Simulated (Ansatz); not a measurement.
Ideal-gas functions of C$_{2}$H$_{4}$N$_{2}$S, SMILES `C=NC(=N)S` at 500 K and 1 bar, from an Ansatz frequency run at PBE0-D4/def2-TZVP.

Molar mass 88.14 g/mol, point group C1 (symmetry number 1), electronic degeneracy 1, moments of inertia 85.714, 132.045, 207.86 u Å². Harmonic wavenumbers (cm⁻¹, unscaled): 41, 249, 327, 387, 430, 606, 664, 773, 869, 903, 1016, 1099, 1215, 1284, 1495, 1703, 1747, 2722, 3053, 3173, 3492.

Use S(trans) = R[1.5 ln M + 2.5 ln T − 1.1517]; rotational temperatures θ = 24.2544 K / I; S(rot) = R[ln(√π/σ · √(T³/θAθBθC)) + 1.5]; for each mode x = 1.438777 ν̃/T, S = R[x/(eˣ − 1) − ln(1 − e⁻ˣ)] and H = RT x/(eˣ − 1); 1 cm⁻¹ = 0.0119627 kJ/mol; R = 8.31446 J/(mol·K).

Q: By hand: the entropy, in J/(mol·K).

A: Translation 175.5. Rotation: θ = 0.283, 0.1837, 0.1167 K, giving 116.0. Vibration, mode by mode: 26.09, 11.26, 9.12, 7.84, 7.05, 4.67, 4.09, 3.19, 2.57, 2.38, 1.84, 1.52, 1.16, 0.99, 0.60, 0.37, 0.33, 0.03, 0.01, 0.01, 0.00, in all 85.1. Electronic 0.0. Sum 376.6 J/(mol·K).

Q: By hand: H − E and G − E in kJ/mol, counted from the electronic energy.

A: Zero-point energy ½ × 27248 × 0.0119627 = 163.0; thermal vibration 22.1; translation, rotation and pV give 4 RT = 16.6. H − E = 201.7 kJ/mol, and G − E = 201.7 − 500 × 376.6/1000 = 13.4 kJ/mol.

Vibration gives 23 % of the entropy, 26.1 J/(mol·K) of it from the mode under 150 cm⁻¹: soft modes count most, and the harmonic formula is weakest for them. The sum counts one conformer and one mirror image; others add a mixing term.
